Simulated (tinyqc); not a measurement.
RHF in the sto-6g basis, for H2O, spin multiplicity 1, step by step (part 1 of 2). Computed by tinyqc, a small Python program that keeps every step (integrals from PySCF). Settings: charge = 0, multiplicity = 1, basis = sto-6g, energy threshold = 1e-10, iteration cap = 90, orthogonalisation = symmetric, start = random, DIIS depth = 6, method = RHF. Command: `OMP_NUM_THREADS=1 python tinyqc.py 29722 29723 out.jsonl` (the two numbers bound the seeds that draw the settings). One thread of a shared host (Intel(R) Xeon(R) Processor @ 2.60GHz), about 0.2 s of CPU time with the checks. Later iterations appear only in the table of the cycle.

## One-electron integrals

Geometry (angstrom):
```
atom,x,y,z
O,0.00000,0.00000,0.00000
H,0.00000,0.95300,0.65600
H,0.00000,-0.96400,0.66300
```

Basis sto-6g: exponents (1/bohr^2) and contraction coefficients of normalised primitives:
```
element,l (shell),exponent,coefficient
O,s (1),1355.58423,0.00916
O,s (1),248.54489,0.04936
O,s (1),69.53390,0.16854
O,s (1),23.88677,0.37056
O,s (1),9.27593,0.41649
O,s (1),3.82034,0.13033
O,s (2),52.18776,-0.01325
O,s (2),10.32932,-0.04699
O,s (2),3.21034,-0.03379
O,s (2),1.23514,0.25024
O,s (2),0.53642,0.59512
O,s (2),0.24588,0.24071
O,p (3),52.18776,0.00376
O,p (3),10.32932,0.03768
O,p (3),3.21034,0.17390
O,p (3),1.23514,0.41804
O,p (3),0.53642,0.42586
O,p (3),0.24588,0.10171
H,s (1),35.52322,0.00916
H,s (1),6.51314,0.04936
H,s (1),1.82214,0.16854
H,s (1),0.62596,0.37056
H,s (1),0.24308,0.41649
H,s (1),0.10011,0.13033
```

Overlap, kinetic and nuclear-attraction integrals over the contracted functions; the nuclear repulsion is the sum of Za Zb / Rab.

nuclear repulsion = 7.5534976 hartree

overlap S:
```
,1O 1s,1O 2s,1O 2px,1O 2py,1O 2pz,2H 1s,3H 1s
1O 1s,1.00000,0.23114,0.00000,0.00000,0.00000,0.03498,0.03395
1O 2s,0.23114,1.00000,0.00000,0.00000,0.00000,0.35619,0.34909
1O 2px,0.00000,0.00000,1.00000,0.00000,0.00000,0.00000,0.00000
1O 2py,0.00000,0.00000,0.00000,1.00000,0.00000,0.26221,-0.25818
1O 2pz,0.00000,0.00000,0.00000,0.00000,1.00000,0.18049,0.17756
2H 1s,0.03498,0.35619,0.00000,0.26221,0.18049,1.00000,0.13681
3H 1s,0.03395,0.34909,0.00000,-0.25818,0.17756,0.13681,1.00000
```

kinetic energy T (hartree):
```
,1O 1s,1O 2s,1O 2px,1O 2py,1O 2pz,2H 1s,3H 1s
1O 1s,29.32720,-0.89602,0.00000,0.00000,0.00000,-0.00635,-0.00642
1O 2s,-0.89602,0.84262,0.00000,0.00000,0.00000,0.05182,0.04817
1O 2px,0.00000,0.00000,2.53131,0.00000,0.00000,0.00000,0.00000
1O 2py,0.00000,0.00000,0.00000,2.53131,0.00000,0.12705,-0.12163
1O 2pz,0.00000,0.00000,0.00000,0.00000,2.53131,0.08745,0.08365
2H 1s,-0.00635,0.05182,0.00000,0.12705,0.08745,0.76852,-0.01062
3H 1s,-0.00642,0.04817,0.00000,-0.12163,0.08365,-0.01062,0.76852
```

nuclear attraction V (hartree):
```
,1O 1s,1O 2s,1O 2px,1O 2py,1O 2pz,2H 1s,3H 1s
1O 1s,-62.16800,-6.36155,0.00000,-0.00020,-0.01260,-1.09949,-1.06656
1O 2s,-6.36155,-9.90666,0.00000,-0.00218,-0.14708,-2.66994,-2.60677
1O 2px,0.00000,0.00000,-9.85409,0.00000,0.00000,0.00000,0.00000
1O 2py,-0.00020,-0.00218,0.00000,-9.96030,-0.00108,-1.73661,1.70128
1O 2pz,-0.01260,-0.14708,0.00000,-0.00108,-9.90438,-1.22973,-1.20412
2H 1s,-1.09949,-2.66994,0.00000,-1.73661,-1.22973,-5.11452,-0.78212
3H 1s,-1.06656,-2.60677,0.00000,1.70128,-1.20412,-0.78212,-5.07749
```

core Hamiltonian H = T + V (hartree):
```
,1O 1s,1O 2s,1O 2px,1O 2py,1O 2pz,2H 1s,3H 1s
1O 1s,-32.84080,-7.25757,0.00000,-0.00020,-0.01260,-1.10584,-1.07298
1O 2s,-7.25757,-9.06404,0.00000,-0.00218,-0.14708,-2.61811,-2.55861
1O 2px,0.00000,0.00000,-7.32279,0.00000,0.00000,0.00000,0.00000
1O 2py,-0.00020,-0.00218,0.00000,-7.42899,-0.00108,-1.60956,1.57966
1O 2pz,-0.01260,-0.14708,0.00000,-0.00108,-7.37307,-1.14227,-1.12047
2H 1s,-1.10584,-2.61811,0.00000,-1.60956,-1.14227,-4.34600,-0.79275
3H 1s,-1.07298,-2.55861,0.00000,1.57966,-1.12047,-0.79275,-4.30897
```

## Two-electron integrals

Functions are numbered as in S; the eight-fold symmetry (ij|kl) = (ji|kl) = (kl|ij) leaves the list below.

Two-electron integrals (ij|kl) in chemists' order, unique and non-zero (hartree):
```
i,j,k,l,(ij|kl)
1,1,1,1,4.78749
2,1,1,1,0.67588
2,1,2,1,0.12150
2,2,1,1,1.11738
2,2,2,1,0.24921
2,2,2,2,0.81738
3,1,3,1,0.02576
3,2,3,1,0.03914
3,2,3,2,0.18066
3,3,1,1,1.11738
3,3,2,1,0.24921
3,3,2,2,0.81738
3,3,3,3,0.88066
4,1,4,1,0.02576
4,2,4,1,0.03914
4,2,4,2,0.18066
4,3,4,3,0.04746
4,4,1,1,1.11738
4,4,2,1,0.24921
4,4,2,2,0.81738
4,4,3,3,0.78574
4,4,4,4,0.88066
5,1,5,1,0.02576
5,2,5,1,0.03914
5,2,5,2,0.18066
5,3,5,3,0.04746
5,4,5,4,0.04746
5,5,1,1,1.11738
5,5,2,1,0.24921
5,5,2,2,0.81738
5,5,3,3,0.78574
5,5,4,4,0.78574
5,5,5,5,0.88066
6,1,1,1,0.10883
6,1,2,1,0.01877
6,1,2,2,0.03769
6,1,3,3,0.03761
6,1,4,1,0.00076
6,1,4,2,0.00149
6,1,4,4,0.03777
6,1,5,1,0.00052
6,1,5,2,0.00102
6,1,5,4,0.00011
6,1,5,5,0.03769
6,1,6,1,0.00295
6,2,1,1,0.28291
6,2,2,1,0.06407
6,2,2,2,0.23501
6,2,3,3,0.23099
6,2,4,1,0.00424
6,2,4,2,0.03225
6,2,4,4,0.23917
6,2,5,1,0.00292
6,2,5,2,0.02220
6,2,5,4,0.00563
6,2,5,5,0.23487
6,2,6,1,0.00997
6,2,6,2,0.08670
6,3,3,1,0.00687
6,3,3,2,0.03949
6,3,4,3,0.00655
6,3,5,3,0.00451
6,3,6,3,0.01178
6,4,1,1,0.17555
6,4,2,1,0.04030
6,4,2,2,0.15757
6,4,3,3,0.15065
6,4,4,1,0.00916
6,4,4,2,0.05952
6,4,4,4,0.16895
6,4,5,1,0.00157
6,4,5,2,0.01379
6,4,5,4,0.00809
6,4,5,5,0.15312
6,4,6,1,0.00653
6,4,6,2,0.07064
6,4,6,4,0.06861
6,5,1,1,0.12084
6,5,2,1,0.02774
6,5,2,2,0.10847
6,5,3,3,0.10370
6,5,4,1,0.00157
6,5,4,2,0.01379
6,5,4,4,0.10729
6,5,5,1,0.00796
6,5,5,2,0.04898
6,5,5,4,0.00902
6,5,5,5,0.11441
6,5,6,1,0.00450
6,5,6,2,0.04863
6,5,6,4,0.03912
6,5,6,5,0.03871
6,6,1,1,0.44959
6,6,2,1,0.10371
6,6,2,2,0.43677
6,6,3,3,0.42015
6,6,4,1,0.00828
6,6,4,2,0.08771
6,6,4,4,0.45398
6,6,5,1,0.00570
6,6,5,2,0.06037
6,6,5,4,0.02329
6,6,5,5,0.43618
6,6,6,1,0.01626
6,6,6,2,0.21154
6,6,6,4,0.19630
6,6,6,5,0.13512
6,6,6,6,0.77500
7,1,1,1,0.10558
7,1,2,1,0.01821
7,1,2,2,0.03657
7,1,3,3,0.03649
7,1,4,1,-0.00074
7,1,4,2,-0.00144
7,1,4,4,0.03665
7,1,5,1,0.00051
7,1,5,2,0.00099
7,1,5,4,-0.00011
7,1,5,5,0.03657
7,1,6,1,0.00282
7,1,6,2,0.00931
7,1,6,4,0.00560
7,1,6,5,0.00421
7,1,6,6,0.01504
7,1,7,1,0.00278
7,2,1,1,0.27619
7,2,2,1,0.06256
7,2,2,2,0.22967
7,2,3,3,0.22574
7,2,4,1,-0.00415
7,2,4,2,-0.03158
7,2,4,4,0.23375
7,2,5,1,0.00285
7,2,5,2,0.02172
7,2,5,4,-0.00551
7,2,5,5,0.22953
7,2,6,1,0.00937
7,2,6,2,0.06591
7,2,6,4,0.03763
7,2,6,5,0.03591
7,2,6,6,0.12783
7,2,7,1,0.00944
7,2,7,2,0.08305
7,3,3,1,0.00669
7,3,3,2,0.03850
7,3,4,3,-0.00640
7,3,5,3,0.00440
7,3,6,3,0.00856
7,3,7,3,0.01124
7,4,1,1,-0.17209
7,4,2,1,-0.03950
7,4,2,2,-0.15461
7,4,3,3,-0.14783
7,4,4,1,0.00893
7,4,4,2,0.05816
7,4,4,4,-0.16574
7,4,5,1,-0.00154
7,4,5,2,-0.01352
7,4,5,4,0.00792
7,4,5,5,-0.15025
7,4,6,1,-0.00566
7,4,6,2,-0.03784
7,4,6,4,-0.01369
7,4,6,5,-0.02022
7,4,6,6,-0.06795
7,4,7,1,-0.00621
7,4,7,2,-0.06793
7,4,7,4,0.06610
7,5,1,1,0.11835
7,5,2,1,0.02717
7,5,2,2,0.10633
7,5,3,3,0.10167
7,5,4,1,-0.00154
7,5,4,2,-0.01352
7,5,4,4,0.10519
7,5,5,1,0.00775
7,5,5,2,0.04780
7,5,5,4,-0.00882
7,5,5,5,0.11214
7,5,6,1,0.00425
7,5,6,2,0.03599
7,5,6,4,0.02016
7,5,6,5,0.02782
7,5,6,6,0.07567
7,5,7,1,0.00427
7,5,7,2,0.04672
7,5,7,4,-0.03773
7,5,7,5,0.03719
7,6,1,1,0.07842
7,6,2,1,0.01794
7,6,2,2,0.07126
7,6,3,3,0.06972
7,6,4,1,-4.48e-06
7,6,4,2,-0.00005
7,6,4,4,0.07120
7,6,5,1,0.00129
7,6,5,2,0.01166
7,6,5,4,-1.16e-05
7,6,5,5,0.07287
7,6,6,1,0.00275
7,6,6,2,0.02575
7,6,6,4,0.01829
7,6,6,5,0.01627
7,6,6,6,0.06507
7,6,7,1,0.00267
7,6,7,2,0.02526
7,6,7,4,-0.01806
7,6,7,5,0.01600
7,6,7,6,0.00967
7,7,1,1,0.44498
7,7,2,1,0.10265
7,7,2,2,0.43283
7,7,3,3,0.41646
7,7,4,1,-0.00814
7,7,4,2,-0.08657
7,7,4,4,0.44980
7,7,5,1,0.00560
7,7,5,2,0.05954
7,7,5,4,-0.02293
7,7,5,5,0.43223
7,7,6,1,0.01534
7,7,6,2,0.12967
7,7,6,4,0.06861
7,7,6,5,0.07654
7,7,6,6,0.27475
7,7,7,1,0.01561
7,7,7,2,0.20618
7,7,7,4,-0.19203
7,7,7,5,0.13207
7,7,7,6,0.06507
7,7,7,7,0.77500
```

## Orthogonalisation

S = U s U^T; symmetric (Loewdin) form X = U s^(-1/2) U^T, so that X^T S X = 1.

eigenvalues of S: 0.47368  0.55752  0.89418  1.00000  1.09073  1.30583  1.67807

X:
```
,1O 1s,1O 2s,1O 2px,1O 2py,1O 2pz,2H 1s,3H 1s
1O 1s,1.02216,-0.13072,0.00000,-0.00015,-0.00550,0.01651,0.01621
1O 2s,-0.13072,1.13159,0.00000,0.00184,0.05501,-0.20237,-0.19654
1O 2px,0.00000,0.00000,1.00000,0.00000,0.00000,0.00000,0.00000
1O 2py,-0.00015,0.00184,0.00000,1.06487,0.00083,-0.16306,0.15982
1O 2pz,-0.00550,0.05501,0.00000,0.00083,1.02733,-0.10071,-0.09820
2H 1s,0.01651,-0.20237,0.00000,-0.16306,-0.10071,1.10643,-0.04557
3H 1s,0.01621,-0.19654,0.00000,0.15982,-0.09820,-0.04557,1.10195
```

## Starting guess

The start is random orthonormal orbitals; D = 2 C_occ C_occ^T.

D at the start:
```
,1O 1s,1O 2s,1O 2px,1O 2py,1O 2pz,2H 1s,3H 1s
1O 1s,1.11398,-0.42501,-0.24028,0.65303,0.72422,-0.11291,0.43836
1O 2s,-0.42501,2.24329,0.40971,0.06079,0.01803,-1.39708,-0.17177
1O 2px,-0.24028,0.40971,1.66046,0.04392,0.32235,0.34348,-0.49121
1O 2py,0.65303,0.06079,0.04392,1.90456,-0.43645,-0.41311,0.27639
1O 2pz,0.72422,0.01803,0.32235,-0.43645,1.50429,-0.46238,-0.39166
2H 1s,-0.11291,-1.39708,0.34348,-0.41311,-0.46238,1.98830,0.72273
3H 1s,0.43836,-0.17177,-0.49121,0.27639,-0.39166,0.72273,1.34253
```

## Iteration 1: building the Fock matrix

J_ij = sum D_kl (ij|kl), K_ij = sum D_kl (ik|jl); F = H + J - 0.5 K; E = tr D H + tr D J / 2 - 0.25 tr D K + E_nn.

Coulomb J (hartree):
```
,1O 1s,1O 2s,1O 2px,1O 2py,1O 2pz,2H 1s,3H 1s
1O 1s,13.27229,2.55112,0.01785,0.02980,0.03504,0.39442,0.38126
1O 2s,2.55112,7.45136,0.11853,0.03115,0.10960,2.21032,2.15797
1O 2px,0.01785,0.11853,7.42136,0.01495,0.02937,0.03222,0.02545
1O 2py,0.02980,0.03115,0.01495,7.50212,-0.04361,1.51773,-1.48102
1O 2pz,0.03504,0.10960,0.02937,-0.04361,7.43058,1.06047,1.04681
2H 1s,0.39442,2.21032,0.03222,1.51773,1.06047,4.61687,0.69441
3H 1s,0.38126,2.15797,0.02545,-1.48102,1.04681,0.69441,4.50771
```

exchange K (hartree):
```
,1O 1s,1O 2s,1O 2px,1O 2py,1O 2pz,2H 1s,3H 1s
1O 1s,5.18289,0.95842,-0.16246,0.61471,0.80763,0.24086,0.30614
1O 2s,0.95842,2.27532,0.30273,-0.00353,-0.00979,0.49313,0.85150
1O 2px,-0.16246,0.30273,1.93986,0.16635,0.25365,0.25182,-0.05789
1O 2py,0.61471,-0.00353,0.16635,2.00814,-0.40122,0.30734,-0.49675
1O 2pz,0.80763,-0.00979,0.25365,-0.40122,1.70753,0.13157,0.29972
2H 1s,0.24086,0.49313,0.25182,0.30734,0.13157,1.14604,0.32319
3H 1s,0.30614,0.85150,-0.05789,-0.49675,0.29972,0.32319,1.22227
```

Fock matrix F (hartree):
```
,1O 1s,1O 2s,1O 2px,1O 2py,1O 2pz,2H 1s,3H 1s
1O 1s,-22.15995,-5.18566,0.09908,-0.27776,-0.38138,-0.83185,-0.84479
1O 2s,-5.18566,-2.75034,-0.03283,0.03073,-0.03259,-0.65436,-0.82639
1O 2px,0.09908,-0.03283,-0.87135,-0.06822,-0.09745,-0.09369,0.05440
1O 2py,-0.27776,0.03073,-0.06822,-0.93094,0.15592,-0.24550,0.34701
1O 2pz,-0.38138,-0.03259,-0.09745,0.15592,-0.79625,-0.14759,-0.22353
2H 1s,-0.83185,-0.65436,-0.09369,-0.24550,-0.14759,-0.30215,-0.25994
3H 1s,-0.84479,-0.82639,0.05440,0.34701,-0.22353,-0.25994,-0.41239
```

total energy of this density = -54.2173690 hartree

## Iteration 1: diagonalisation and new density

Diagonalise F' = X^T F X, C = X C', fill 5 alpha and 5 beta electrons from the bottom; D = 2 C_occ C_occ^T. Each column has its largest component positive (the first on a tie).

F' = X^T F X (hartree):
```
,1,2,3,4,5,6,7
1,-21.86003,-2.45766,0.10545,-0.30820,-0.39717,-0.09317,-0.19666
2,-2.45766,-1.82804,-0.04732,0.03357,0.06352,-0.17685,-0.36727
3,0.10545,-0.04732,-0.87135,-0.04883,-0.09843,-0.07692,0.07094
4,-0.30820,0.03357,-0.04883,-0.85692,0.15084,-0.17276,0.22742
5,-0.39717,0.06352,-0.09843,0.15084,-0.76754,-0.08249,-0.12175
6,-0.09317,-0.17685,-0.07692,-0.17276,-0.08249,-0.07955,-0.13353
7,-0.19666,-0.36727,0.07094,0.22742,-0.12175,-0.13353,-0.10393
```

orbital energies (hartree): MO1 -22.17199, MO2 -1.64919, MO3 -1.03602, MO4 -0.94028, MO5 -0.61903, MO6 -0.09177, MO7 0.14091

coefficients C:
```
,MO1,MO2,MO3,MO4,MO5,MO6,MO7
1O 1s,0.99889,-0.23626,-0.02494,-0.00342,-0.03957,0.08026,0.01522
1O 2s,0.00390,1.02051,0.11550,-0.01112,0.04828,-0.55630,-0.11601
1O 2px,-0.00455,0.04899,0.09924,0.88616,-0.43920,0.03563,0.09106
1O 2py,0.01580,-0.10118,0.80346,0.12089,0.50976,-0.09078,0.49733
1O 2pz,0.01806,-0.03545,-0.52320,0.41814,0.68213,-0.40222,-0.03160
2H 1s,-0.00654,-0.06246,0.01589,0.09257,0.10105,0.86122,-0.73454
3H 1s,0.00466,0.04781,-0.08761,-0.06312,0.09941,0.67755,0.89863
```

D after iteration 1:
```
,1O 1s,1O 2s,1O 2px,1O 2py,1O 2pz,2H 1s,3H 1s
1O 1s,2.11160,-0.48393,-0.00849,-0.00187,0.02208,0.00701,-0.01635
1O 2s,-0.48393,2.11452,0.06077,0.02576,-0.13651,-0.11615,0.08837
1O 2px,-0.00849,0.06077,1.98088,-0.08410,0.03442,0.07240,-0.21193
1O 2py,-0.00187,0.02576,-0.08410,1.86101,-0.03646,0.16338,-0.06422
1O 2pz,0.02208,-0.13651,0.03442,-0.03646,1.83094,0.20284,0.17128
2H 1s,0.00701,-0.11615,0.07240,0.16338,0.20284,0.04596,-0.00041
3H 1s,-0.01635,0.08837,-0.21193,-0.06422,0.17128,-0.00041,0.04770
```

## Iteration 2: building the Fock matrix

As before.

Coulomb J (hartree):
```
,1O 1s,1O 2s,1O 2px,1O 2py,1O 2pz,2H 1s,3H 1s
1O 1s,18.34858,3.29459,0.00248,0.00219,-0.00261,0.51186,0.49646
1O 2s,3.29459,8.66127,0.01069,0.00900,-0.00084,2.42752,2.37019
1O 2px,0.00248,0.01069,8.66184,-0.00432,0.00205,0.00197,0.00242
1O 2py,0.00219,0.00900,-0.00432,8.66406,-0.00350,1.60622,-1.57188
1O 2pz,-0.00261,-0.00084,0.00205,-0.00350,8.65791,1.10471,1.08322
2H 1s,0.51186,2.42752,0.00197,1.60622,1.10471,4.41031,0.72473
3H 1s,0.49646,2.37019,0.00242,-1.57188,1.08322,0.72473,4.36909
```

exchange K (hartree):
```
,1O 1s,1O 2s,1O 2px,1O 2py,1O 2pz,2H 1s,3H 1s
1O 1s,9.85611,1.57459,0.00188,0.00569,0.00157,0.26071,0.25829
1O 2s,1.57459,2.79240,0.02178,0.01844,-0.02011,0.76884,0.79813
1O 2px,0.00188,0.02178,2.32312,-0.02600,0.01403,0.02124,-0.05266
1O 2py,0.00569,0.01844,-0.02600,2.30346,-0.01867,0.48922,-0.45315
1O 2pz,0.00157,-0.02011,0.01403,-0.01867,2.28268,0.35739,0.35451
2H 1s,0.26071,0.76884,0.02124,0.48922,0.35739,0.50324,0.19387
3H 1s,0.25829,0.79813,-0.05266,-0.45315,0.35451,0.19387,0.51038
```

Fock matrix F (hartree):
```
,1O 1s,1O 2s,1O 2px,1O 2py,1O 2pz,2H 1s,3H 1s
1O 1s,-19.42028,-4.75028,0.00154,-0.00086,-0.01600,-0.72434,-0.70566
1O 2s,-4.75028,-1.79897,-0.00020,-0.00240,-0.13786,-0.57502,-0.58748
1O 2px,0.00154,-0.00020,0.17749,0.00868,-0.00496,-0.00865,0.02875
1O 2py,-0.00086,-0.00240,0.00868,0.08333,0.00476,-0.24795,0.23435
1O 2pz,-0.01600,-0.13786,-0.00496,0.00476,0.14350,-0.21626,-0.21451
2H 1s,-0.72434,-0.57502,-0.00865,-0.24795,-0.21626,-0.18731,-0.16495
3H 1s,-0.70566,-0.58748,0.02875,0.23435,-0.21451,-0.16495,-0.19507
```

total energy of this density = -74.8244372 hartree

## Iteration 2: DIIS over 2 matrices

error matrix X^T (FDS - SDF) X:
```
,1,2,3,4,5,6,7
1,0.00000,0.02137,-0.02822,-0.07945,-0.00200,0.16582,-0.24333
2,-0.02137,0.00000,0.00117,-0.08702,0.02832,0.36941,0.23767
3,0.02822,-0.00117,0.00000,0.05967,-0.01799,0.02063,-0.05317
4,0.07945,0.08702,-0.05967,0.00000,0.00908,0.60566,-0.54673
5,0.00200,-0.02832,0.01799,-0.00908,0.00000,0.38743,0.37895
6,-0.16582,-0.36941,-0.02063,-0.60566,-0.38743,0.00000,-0.06658
7,0.24333,-0.23767,0.05317,0.54673,-0.37895,0.06658,0.00000
```

B (overlaps of the stored error matrices):
```
,1,2
1,9.4074210e+02,7.5618579e+00
2,7.5618579e+00,2.5333906e+00
```

Minimise |sum c_i e_i|^2 with sum c_i = 1: solve [B -1; -1 0][c; lambda] = [0; -1] with B_ij = tr e_i^T e_j, and take F = sum c_i F_i.

DIIS coefficients: -0.00542  1.00542

extrapolated F (hartree):
```
,1O 1s,1O 2s,1O 2px,1O 2py,1O 2pz,2H 1s,3H 1s
1O 1s,-19.40543,-4.74792,0.00101,0.00064,-0.01402,-0.72375,-0.70491
1O 2s,-4.74792,-1.79382,-0.00002,-0.00258,-0.13844,-0.57459,-0.58619
1O 2px,0.00101,-0.00002,0.18317,0.00910,-0.00446,-0.00819,0.02861
1O 2py,0.00064,-0.00258,0.00910,0.08883,0.00394,-0.24796,0.23374
1O 2pz,-0.01402,-0.13844,-0.00446,0.00394,0.14859,-0.21663,-0.21446
2H 1s,-0.72375,-0.57459,-0.00819,-0.24796,-0.21663,-0.18669,-0.16444
3H 1s,-0.70491,-0.58619,0.02861,0.23374,-0.21446,-0.16444,-0.19389
```

## Iteration 2: diagonalisation and new density

As before.

F' = X^T F X (hartree):
```
,1,2,3,4,5,6,7
1,-19.07997,-2.46946,0.00139,0.00043,-0.02235,-0.08988,-0.08424
2,-2.46946,-0.80984,-0.00435,-0.00065,-0.01313,-0.32396,-0.34277
3,0.00139,-0.00435,0.18317,0.01559,-0.00657,-0.01138,0.03382
4,0.00043,-0.00065,0.01559,0.26505,0.00746,-0.32742,0.30843
5,-0.02235,-0.01313,-0.00657,0.00746,0.23042,-0.22891,-0.22319
6,-0.08988,-0.32396,-0.01138,-0.32742,-0.22891,0.09921,-0.05716
7,-0.08424,-0.34277,0.03382,0.30843,-0.22319,-0.05716,0.08492
```

orbital energies (hartree): MO1 -19.40964, MO2 -0.77366, MO3 -0.24668, MO4 0.01100, MO5 0.18072, MO6 0.54719, MO7 0.66404

coefficients C:
```
,MO1,MO2,MO3,MO4,MO5,MO6,MO7
1O 1s,0.99617,-0.21292,0.00041,-0.12860,-0.00113,-0.09056,-0.00655
1O 2s,0.01701,0.80329,-0.00826,0.64911,0.00941,0.55743,0.04911
1O 2px,-0.00005,-0.00422,0.03128,0.03281,0.99542,-0.05413,0.06430
1O 2py,0.00004,0.00331,0.53049,0.01390,-0.08267,-0.08465,0.94364
1O 2pz,0.00187,0.15314,0.00738,-0.63736,0.05941,0.79867,0.08428
2H 1s,-0.00324,0.19966,0.51947,-0.39834,0.01349,-0.56369,-0.71965
3H 1s,-0.00298,0.22929,-0.48872,-0.41015,-0.04593,-0.69493,0.58802
```

D after iteration 2:
```
,1O 1s,1O 2s,1O 2px,1O 2py,1O 2pz,2H 1s,3H 1s
1O 1s,2.10846,-0.47515,-0.00896,-0.00427,0.10231,0.01137,0.00161
1O 2s,-0.47515,2.13411,0.05403,0.01306,-0.58035,-0.20480,-0.15698
1O 2px,-0.00896,0.05403,1.98587,-0.13052,0.07563,0.03153,-0.15086
1O 2py,-0.00427,0.01306,-0.13052,0.57692,-0.01870,0.53916,-0.52081
1O 2pz,0.10231,-0.58035,0.07563,-0.01870,0.86654,0.57818,0.58037
2H 1s,0.01137,-0.20480,0.03153,0.53916,0.57818,0.93716,-0.09066
3H 1s,0.00161,-0.15698,-0.15086,-0.52081,0.58037,-0.09066,0.92352
```

## Iteration 11 (converged): orbitals

converged F (hartree):
```
,1O 1s,1O 2s,1O 2px,1O 2py,1O 2pz,2H 1s,3H 1s
1O 1s,-20.52154,-4.96341,0.00000,-0.00023,-0.02325,-0.75824,-0.73584
1O 2s,-4.96341,-2.29198,0.00000,-0.00216,-0.05328,-0.71937,-0.70373
1O 2px,0.00000,0.00000,-0.38860,0.00000,0.00000,0.00000,0.00000
1O 2py,-0.00023,-0.00216,0.00000,-0.21139,-0.00248,-0.35302,0.34865
1O 2pz,-0.02325,-0.05328,0.00000,-0.00248,-0.25341,-0.28907,-0.28589
2H 1s,-0.75824,-0.71937,0.00000,-0.35302,-0.28907,-0.36871,-0.18608
3H 1s,-0.73584,-0.70373,0.00000,0.34865,-0.28589,-0.18608,-0.35844
```

As before.

F' = X^T F X (hartree):
```
,1,2,3,4,5,6,7
1,-20.19795,-2.49834,0.00000,-0.00039,-0.04249,-0.09416,-0.08890
2,-2.49834,-1.29074,0.00000,0.00145,0.08975,-0.36984,-0.36077
3,0.00000,0.00000,-0.38860,0.00000,0.00000,0.00000,0.00000
4,-0.00039,0.00145,0.00000,-0.00769,-0.00042,-0.38097,0.37614
5,-0.04249,0.08975,0.00000,-0.00042,-0.15720,-0.27145,-0.26769
6,-0.09416,-0.36984,0.00000,-0.38097,-0.27145,-0.03322,-0.04912
7,-0.08890,-0.36077,0.00000,0.37614,-0.26769,-0.04912,-0.03523
```

orbital energies (hartree): MO1 -20.52443, MO2 -1.19339, MO3 -0.53188, MO4 -0.41801, MO5 -0.38860, MO6 0.40639, MO7 0.53927

coefficients C:
```
,MO1,MO2,MO3,MO4,MO5,MO6,MO7
1O 1s,0.99691,-0.23038,0.00222,0.07902,0.00000,0.09644,-0.00432
1O 2s,0.01380,0.90975,-0.01241,-0.43333,0.00001,-0.60297,0.02935
1O 2px,0.00000,0.00000,0.00000,0.00001,1.00000,0.00000,0.00000
1O 2py,0.00004,0.00221,0.60109,-0.00817,0.00000,0.03159,0.90758
1O 2pz,0.00202,0.06666,0.01084,0.75742,-0.00001,-0.70660,0.02690
2H 1s,-0.00255,0.13416,0.45701,0.33583,-0.00001,0.66602,-0.72180
3H 1s,-0.00248,0.13045,-0.44972,0.35057,0.00000,0.71118,0.66521
```

D after iteration 11:
```
,1O 1s,1O 2s,1O 2px,1O 2py,1O 2pz,2H 1s,3H 1s
1O 1s,2.10631,-0.46021,0.00000,0.00044,0.09307,-0.01180,-0.01165
1O 2s,-0.46021,2.03151,0.00000,-0.00381,-0.53536,-0.05836,-0.05538
1O 2px,0.00000,0.00000,2.00000,0.00000,0.00000,0.00000,0.00000
1O 2py,0.00044,-0.00381,0.00000,0.72276,0.00095,0.54451,-0.54580
1O 2pz,0.09307,-0.53536,0.00000,0.00095,1.15650,0.53652,0.53869
2H 1s,-0.01180,-0.05836,0.00000,0.54451,0.53652,0.67930,-0.14057
3H 1s,-0.01165,-0.05538,0.00000,-0.54580,0.53869,-0.14057,0.68435
```

## Convergence

Stop when the energy changes by less than 1e-10 hartree and every element of the error matrix X^T (F D S - S D F) X is below 3e-06.

Course of the cycle:
```
iteration,E (hartree),change,largest element of the error matrix
1,-54.2173690,-,1.50e+01
2,-74.8244372,-2.06e+01,6.06e-01
3,-75.5681896,-7.44e-01,1.72e-01
4,-75.6207907,-5.26e-02,2.61e-02
5,-75.6230257,-2.23e-03,1.25e-02
6,-75.6235590,-5.33e-04,2.46e-03
7,-75.6235756,-1.66e-05,4.05e-04
8,-75.6235762,-6.76e-07,1.13e-04
9,-75.6235763,-6.62e-08,1.17e-05
10,-75.6235763,-4.31e-10,5.54e-06
11,-75.6235763,-7.23e-11,1.86e-06
```

PySCF RHF in the same basis = -75.6235763 hartree

Converged in 11 iterations.
